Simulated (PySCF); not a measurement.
A made-up structure of MgSiH4S, singlet:

```
7
angstrom
Si -1.1278 0.7907 -0.6729
Mg 0.6169 -0.4771 0.7165
S 2.1627 -1.6006 1.9922
H -2.1264 -0.1203 -1.3076
H 1.2714 1.0105 1.2796
H -1.9093 1.7643 0.1470
H 2.8972 -1.9357 0.9161
```

It is relaxed with PBE-D4/def2-SVP and then PBE0-D4/def2-TZVP (PySCF 2.14 with density fitting (its default auxiliary sets; JK sets also for MP2 and CCSD(T))). Atoms count as bonded within 1.22 times the sum of their covalent radii (H–H: 0.88 Å). The end point is not checked to be a true minimum.

(1) Does its bonding change? (A judgement: the text doesn't fix the answer.)

Answers

(1) The calculation gives: Yes. Formed: Si1–H5; broken: Mg2–H5.

Where it ends: The first stage lowers the energy by 3.63 eV in 42 steps. It ends as MgSiH₄S ([SiH3][Mg][SH]):
Si1  (-1.055, 0.678, 0.675)
Mg2  (1.177, -0.583, 0.593)
S3  (3.177, -1.712, 0.562)
H4  (-2.136, -0.020, -0.082)
H5  (-1.561, 0.844, 2.071)
H6  (-0.959, 2.053, 0.098)
H7  (3.186, -1.785, -0.781)
(Å)

Labels in which every atom is bracketed show which atoms are joined, not bond orders.

For scale, one of the runs: PBE0-D4/def2-TZVP relaxation, 130 basis functions, launched by `OMP_NUM_THREADS=2 python run.py`. Hardware: 2 CPU threads of an Intel Xeon, shared host. Wall time 68 s; peak host memory 1.3 GiB.
